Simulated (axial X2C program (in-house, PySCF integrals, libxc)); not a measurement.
What spin–orbit coupling does to LiS⁺

Computed with an in-house relativistic program for diatomic molecules. Spin-free means the one-electron spin-free X2C Hamiltonian; two-component (2c) means X2C with spin–orbit coupling and atomic mean-field two-electron Coulomb and Gaunt terms, so the difference of the two also holds small scalar two-electron terms. Basis: S dyall-av3z [9s8p3d2f], Li dyall-cv3z [7s8p2d] (cores contracted in-house); Gaussian nuclei, density fitting, unrestricted open shells. Masses: S 31.972 u, Li 7.016 u.

Spin-free state: M_S = 1, Λ = 0 (beyond evenly filled blocks: π+α, π-α); fragments S + Li+.

| level | Re (Å) | ωe (cm⁻¹) | De (eV) | μ (D) |
| --- | --- | --- | --- | --- |
| PBE0 | 2.457 | 347.3 | 0.856 | 7.49 |
| HF | 2.485 | 340.1 | 0.792 | 7.76 |
| MP2 | 2.500 | 328.1 | 0.757 | n/a |
| CCSD | 2.498 | 329.5 | 0.766 | n/a |
| CCSD(T) | 2.501 | 327.7 | 0.765 | n/a |
| PBEsol | 2.467 | 339.2 | 0.866 | 7.44 |

Correlated methods: 6 electrons correlated (number of frozen shells: S 2 s, 1 p; Li 1 s), 172 virtual spin orbitals or spinors in MP2, 66 natural virtuals in coupled cluster.

Dipoles are positive if Li is the positive end and refer to the centre of mass.

Two-component determinant lowest at the distance of the search:

Ω = 1 (⟨Sz⟩ = 1.00, ⟨Lz⟩ = 0.00 at HF); fragments S + Li+.

```csv
level,Re (Å),ωe (cm⁻¹),De (eV),μ (D)
PBE0,2.457,347.3,0.856,7.49
HF,2.485,339.9,0.789,7.76
MP2,2.500,328.2,0.734,n/a
CCSD,2.498,329.4,0.753,n/a
CCSD(T),2.502,327.6,0.743,n/a
PBEsol,2.468,339.1,0.866,7.44
```

Problem. From the two tables, how do the constants change at the CCSD(T) level (2c against spin-free)?

Solution. At the CCSD(T) level Re is unchanged within 0.001 Å and ωe stays the same within 0.2 cm⁻¹; De changes by -0.022 eV.

One determinant describes the state; a PBE0 search over occupations chose it and may have missed a lower one. Dissociation energies refer to the lowest single-determinant-based atoms at the same level and basis. Density functionals use the spin component along the axis (collinear). CCSD and (T) use frozen natural virtuals with an MP2 correction for the truncation; (T) itself is uncorrected, so its De runs slightly low. The 2c atoms are single determinants rather than J levels; their spin–orbit lowering is only partly caught, and De is too large by that part. This holds for PBE0, PBEsol. The functionals have no current-density term, which raises determinants with orbital currents, atoms included. With several unpaired electrons one determinant need not be a pure state. Open-shell Ω = 0 determinants with evenly filled partner blocks cannot be reached by this program, so the Ω shown need not be the lowest component. This is the Ω = 1 component of a π² triplet; the 0⁺ component is not one determinant and can lie lowest.
